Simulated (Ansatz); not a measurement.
Geometry optimisation, UKS r2SCANh-D4/def2-SVP in Ansatz.

Input:

```yaml
crystal:
  periodic: [false, false, false]
  atoms:
    - { symbol: Al, position_ang: [0.001726, 3.5e-05, -0.092687] }
    - { symbol: Cl, position_ang: [0.008528, -0.000561, 2.098508] }
    - { symbol: H, position_ang: [1.39488, 0.000107, -0.808893] }
    - { symbol: H, position_ang: [-1.39719, 0.000107, -0.798682] }
    - { symbol: H, position_ang: [-0.007944, 0.000311, 4.671754] }
magnetization:
  spin_polarized: true
  initial_magnetization: 1
basis:
  gaussian: { orbitals: def2-SVP }
hamiltonian:
  xc: r2scanh
  dispersion: d4
relax:
  f_tol: 0.03
  max_steps: 50
```

Run as:

```bash
$ ansatz run input.yaml --threads 1 --pin off --max-ram 2048MiB --backend cpu --events-out ev --progress --plain --runs-dir out
```

Problem. Where does it end, and by what steps?

Solution. The run converged. The force dipped under the threshold on the way, but the program's further checks kept it going. After 5 steps the energy has fallen by 0.067 eV; H5 moved furthest, 0.29 Å.

| step | energy less start (eV) | largest force component (eV/Å) | accepted |
| --- | --- | --- | --- |
| 0 | 0.0000 | 1.215 | yes |
| 1 | -0.0495 | 0.380 | yes |
| 2 | -0.0585 | 0.114 | yes |
| 3 | -0.0650 | 0.045 | yes |
| 4 | -0.0662 | 0.019 | yes |
| 5 | -0.0674 | 0.003 | yes |

```xyz
5
Properties=species:S:1:pos:R:3
Al 0.002 0.000 -0.136
Cl 0.010 -0.001 1.971
H 1.397 0.000 -0.868
H -1.400 0.000 -0.856
H -0.010 0.000 4.960
```

Run time: 13 s on 1 thread of Intel(R) Xeon(R) Platinum 8488C (Sapphire Rapids), on a shared host, peak memory 0.17 GiB.
